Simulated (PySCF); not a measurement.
An unknown shows these calculated signals:

1H NMR (400 MHz, computed): δ 9.68 (dt, J = 6.3, 1.2 Hz, 1H), 5.64 (td, J = 60.2, 6.3 Hz, 1H).

13C{1H} NMR (computed): δ 196.0 (CH, t, J = 33.6 Hz), 116.6 (CH, t, J = 310.4 Hz).

- couplings computed with B3LYP/pcJ-1
- geometry from GFN2-xTB
- shielding tensors at PBE0/pcSseg-1 (GIAO)
- code: PySCF 2.14.0 with density-fitted response routines
- no solvent model, rapidly exchanging positions averaged, non-relativistic, a single conformation

Scale: TMS for 1H and 13C (reference shieldings calculated alike).

Question: Which of these does the molecule contain: a carboxylic acid, an NH or NH2 group, a non-aromatic C=C double bond, an aldehyde?

Answer: 
- A carboxylic acid: no.
- An NH or NH2 group: no.
- A non-aromatic C=C double bond: no.
- An aldehyde: yes (δC 196.0; δH 9.68 (dt)).

The data belong to `O=CC(F)F`, C2H2F2O; they needn't prove each group on their own.

Carbon signals by region: 1 in the far downfield region (above 160 ppm), 1 in the sp2 and nitrile region (100–160 ppm). Above 160 ppm: 196.0, aldehyde carbonyl carbon.

Common functionals overestimate the size of one-bond C–F couplings by tens of Hz; these are unscaled. Splittings below 1 Hz are ignored in the labels, and close J values are merged. Unscaled 3J(H,H) at this level run about 10 % above measured values. Shifts are as computed. Against solution values, carbons near 30 ppm lie about +3 ppm off and those near 130 ppm about +5 ppm. Of 1211 compounds with measured shifts, 218 miss one by over three times the rms of a fit or turn the order of signals round; such compounds aren't used in these exercises. Couplings across =CH–CH2 type bonds come from one rotamer and its mirror image, and can be 1–2 Hz further off. Only one conformer was computed, so three-bond couplings in flexible chains and rings are approximate.
